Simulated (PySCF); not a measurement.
Excitations are Tamm–Dancoff values on a coarser integration grid. The basis has no diffuse functions, so Rydberg states are missing or too high.

Cartesian coordinates (Å):
```xyz
11

C     -0.1767     1.1804     0.0755
C      1.1157     0.6522     0.0579
C      1.2659    -0.7357    -0.0317
N      0.2371    -1.5842    -0.1014
C     -0.9955    -1.0708    -0.0839
C     -1.2583     0.3004     0.0031
H     -0.3381     2.2592     0.1446
H      1.9931     1.3006     0.1124
H      2.2679    -1.1810    -0.0477
H     -1.8236    -1.7874    -0.1422
H     -2.2875     0.6663     0.0135
```
Charge 0, multiplicity 1.

**Question.** What is the computed S1 oscillator strength, total energy and S1 excitation (TDA) (M06-2X/def2-TZVP // B3LYP-D3(BJ)/def2-SVP in PySCF 2.14.0)?

**Answer.** 
| Property | Value |
|---|---|
| S1 oscillator strength | 0.005 |
| total energy | -248.2647 Ha |
| S1 excitation (TDA) | 4.94 eV |
